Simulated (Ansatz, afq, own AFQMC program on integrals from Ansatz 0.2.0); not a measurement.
SiH$_{3}$O, doublet in cc-pVDZ, levels against AFQMC with the constraint released

```xyz
5

Si   -0.0866   -0.0323    0.5791
O     0.0885    0.0997   -1.0586
H     0.6425   -1.2281    1.1084
H     0.4860    1.2186    1.1449
H    -0.1194   -0.6729   -1.5864
```

Connectivity, by distances: SiH2–OH.

Basis cc-pVDZ. Noble-gas cores (and the filled d shells of Ga–Kr and In–Xe) are frozen. Integrals, coupled cluster, full CI and functionals: Ansatz 0.2.0; the random walks run on the same integrals in our own AFQMC program. ph-AFQMC/CISD is guided by a CISD state made of CCSD amplitudes; releasing the constraint for a short imaginary time cuts its bias at the price of noise, slowly where states lie close. Free AFQMC starts from the CCSD state and is never constrained. Its projection time is finite, and what remains of the start isn't in its error. ± is one standard error of the sampling.

Determinant: UHF, the one that the program's search chose, which needn't be the lowest solution. The geometry is a point of a scan.

No full CI on the walks' own integrals is used here. The released AFQMC energy serves as the reference, which it does only where one determinant dominates, the energy is flat over the last release times and near the phaseless one (40 meV or 2 meV an electron, half that with transition metals). On small molecules, where full CI could be run and the noise was under 10 meV, such values lay within 10 meV of it in 19 cases of 20, a flattering rate, since the rule was set on those same cases; what remains of the bias isn't in the error bar.

Cautions: the released value is read at 2.40 1/Eh with a noise of 22 meV, more than in the cases checked (meV from the phaseless value at times in 1/Eh: 19 ± 11 at 0.24, 31 ± 10 at 0.51, 9 ± 14 at 0.99, -16 ± 15 at 1.62, -23 ± 22 at 2.40).

```
T1 diagnostic                               : 0.0154
weight of the determinant in the CISD state : 0.895
⟨S²⟩ of the determinant                     : 0.753
size of the correlated space                : 13 electrons in 41 orbitals
```

Reference: AFQMC with the constraint released, correlation energy -8.366 ± 0.022 eV.

| level | E − E(reference) (kJ/mol) | share of correlation (%) |
| --- | --- | --- |
| HF | 807.2 ± 2.1 | 0.00 |
| MP2 | 84.3 ± 2.1 | 89.55 |
| CCSD | 21.7 ± 2.1 | 97.31 |
| CCSD(T) | 5.5 ± 2.1 | 99.32 |
| ph-AFQMC/HF | -2.2 ± 7.5 | 100.28 |
| ph-AFQMC/CISD | 2.2 ± 2.5 | 99.73 |
| free AFQMC | 3.0 ± 2.8 | 99.63 |

Free projections are given only where their last times agree within the noise and don't stop above the reference; a slow remainder of the start can still hide under it. Released energies are given only where the last usable release times agree within the noise; a slower fall can still hide under it.
